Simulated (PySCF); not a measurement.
Reaction (SMILES): N#P (N-P) + 3 [H][H] (H2) → N (NH3) + P (PH3)
B3LYP-D3(BJ)/def2-TZVP geometries, fixed; electronic energies without zero-point terms.

Effect of the atomic grid (radial, angular points) at M06-2X/def2-TZVP with PySCF, against the last row, where the energy of full hydrogenation is -68.31 kcal/mol. Cost is core time over that of atom_grid: 75, 302, unpruned, rough, on shared machines of one kind; a dash marks a row that isn't timed (too short, read off another run, short of memory, by another algorithm or on other hardware).

```
setting                        grid points, largest species  largest shift of a total energy (mEh)  shift of the energy of full hydrogenation (kcal/mol)  cost
-----------------------------  ----------------------------  -------------------------------------  ----------------------------------------------------  ----
atom_grid: 30, 110, unpruned                          13200                                  1.914                                                -0.613     -
atom_grid: 50, 194, unpruned                          38800                                 -0.361                                                 0.018  0.5×
atom_grid: 75, 302, unpruned                          90600                                  0.016                                                -0.005    1×
atom_grid: 99, 590, unpruned                         233640                                 -0.001                                                -0.001    3×
atom_grid: 150, 974, unpruned                        584400                                  0.000                                                 0.000    6×
```

Within 0.05 kcal/mol in the energy of full hydrogenation: atom_grid: 50, 194, unpruned; atom_grid: 75, 302, unpruned; atom_grid: 99, 590, unpruned. The largest shift is 1.914 mEh in a total energy and 0.613 kcal/mol in the difference.
